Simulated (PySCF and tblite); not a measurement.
The numbers below are computed, except where a source is named.
C₅H₁₀O, numbered as in [CH3:1][C:2](=[O:3])[CH:4]([CH3:5])[CH3:6].

The ensemble was built from 90 distance-geometry starts (ETKDG and KDG, MMFF94s, GFN2-xTB) and rests on PBE0-D3(BJ)/def2-SVP geometries. Weights use PBE0-D3(BJ)/def2-TZVP (IEF-PCM, chloroform) energies plus GFN2-xTB zero-point and thermal terms (modes under about 100 cm⁻¹ blended into free rotors). Symmetry numbers and mirror images are counted. Conformers within 3 kcal/mol (GFN2-xTB free energy) were kept, 8 at most. Couplings: B3LYP/pcSseg-1 with pcJ-1 on H (gas phase; spin-dipole term only for pairs with B, N, F, Si or P). Couplings are for ¹H. Programs: PySCF with density fitting and tblite.

Torsions listed: O3–C2–C4–C5. Of a mirror pair one member is shown.

| conformer | shape | weight % |
| --- | --- | --- |
| 1 | -95° | 81.8 |
| 2 | 136° | 18.2 |

(1) Give the couplings in each conformer and the averages at 298.15 K (pairs that fast motion interchanges averaged).

## Answers

(1) 
```csv
coupling,pairs,1,2,average (Hz)
"²J(H1,H1)",3,-15.6,-15.7,-15.6
"⁴J(H1,H4)",3,0.6,0.0,0.5
"³J(H4,H5)",6,7.6,7.9,7.6
"²J(H5,H5)",6,-14.1,-14.2,-14.1
```

Only couplings over up to 4 bonds are listed; longer-range ones, if any, are left out.
